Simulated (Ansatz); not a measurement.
Reaction: BN2H5 (SMILES NBN) → BNH3 (SMILES [BH]N, doublet) + NH2 (SMILES [NH2], doublet) (the B-N bond breaks)
Each species at its own B3LYP-D3(BJ)/def2-TZVP minimum (Ansatz, an electronic-structure program), one conformer.

Total energies in hartree (Ansatz). UHF or UKS for unpaired electrons; spin-orbit terms are left out. Correlated methods leave the cores frozen. No relativity.

```tsv
species	HF/cc-pVTZ	CCSD(T)/cc-pVTZ	HF/cc-pVQZ	CCSD(T)/cc-pVQZ	CCSD(T)/cc-pVDZ	CCSDT(Q)/cc-pVDZ
1: BN2H5 (SMILES NBN)	-136.63383	-137.21568	-136.64480	-137.25990	-137.06142	-137.06305
2: BNH3 (SMILES [BH]N, doublet)	-80.88542	-81.21302	-80.89150	-81.23720	-81.12914	-81.13030
3: NH2 (SMILES [NH2], doublet)	-55.58579	-55.79359	-55.59045	-55.81078	-55.73272	-55.73328
```

Task: Work out the bond dissociation energy (electronic) in kcal/mol: take Hartree-Fock from cc-pVQZ, extrapolate the CCSD(T) correlation energy as X^-3 (X = 3, 4), and add CCSDT(Q) - CCSD(T) in cc-pVDZ. 1 hartree = 627.51 kcal/mol.

Result: 
Species 1: correlation (64·(-0.61510) - 27·(-0.58185))/37 = -0.63936; step -0.00163; E1 = -136.64480 + (-0.63936) + (-0.00163) = -137.28579
Species 2: correlation (64·(-0.34570) - 27·(-0.32760))/37 = -0.35891; step -0.00116; E2 = -80.89150 + (-0.35891) + (-0.00116) = -81.25157
Species 3: correlation (64·(-0.22033) - 27·(-0.20780))/37 = -0.22947; step -0.00056; E3 = -55.59045 + (-0.22947) + (-0.00056) = -55.82048
-1·E1 +1·E2 +1·E3 = 0.21374 hartree = 134.1 kcal/mol.
